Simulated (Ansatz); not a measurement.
This geometry of C₄H₆O₂ (12 atoms, charge 0, multiplicity 1) is a first-order saddle point.

Method: RKS B3LYP/6-31G* in Ansatz.

```xyz
12
Properties=species:S:1:pos:R:3
C -2.596 0.629 1.213
C -1.628 0.051 0.784
O -0.600 -0.622 0.325
C 0.523 0.179 -0.142
C 1.687 -0.771 -0.314
O 0.206 0.818 -1.353
H -3.455 1.135 1.585
H 0.720 0.942 0.622
H 1.415 -1.562 -1.019
H 2.541 -0.220 -0.717
H 1.968 -1.219 0.644
H -0.704 0.586 -1.594
```

Q: Which two structures does it join? (They come from a converged band through this point; their orientation in space is the band's.)

A: No bond is made or broken. The dihedral O3–C4–O6–H12 goes from -66 to 65°.

Initial state:

```xyz
12
Properties=species:S:1:pos:R:3
C -2.626 0.629 1.323
C -1.661 0.067 0.864
O -0.629 -0.592 0.399
C 0.470 0.227 -0.120
C 1.615 -0.743 -0.343
O 0.084 0.922 -1.258
H -3.483 1.125 1.710
H 0.699 0.988 0.630
H 1.320 -1.513 -1.065
H 2.481 -0.202 -0.733
H 1.892 -1.239 0.591
H -0.084 0.274 -1.964
```

Final state:

```xyz
12
Properties=species:S:1:pos:R:3
C -2.580 0.644 1.062
C -1.574 0.002 0.867
O -0.478 -0.665 0.631
C 0.521 0.113 -0.138
C 1.692 -0.813 -0.361
O 0.006 0.515 -1.358
H -3.483 1.165 1.274
H 0.770 0.970 0.503
H 1.373 -1.659 -0.976
H 2.489 -0.275 -0.880
H 2.069 -1.183 0.596
H -0.728 1.130 -1.186
```

Q: How far does it lie above each of them?

A: 13.7 kJ/mol above the first and 17.6 kJ/mol above the second. This is the barrier of this one path; another mechanism may lie lower.

The run took 3.8 min on 2 threads of Arm Neoverse V1, with other jobs on the host, peak memory 0.22 GiB.
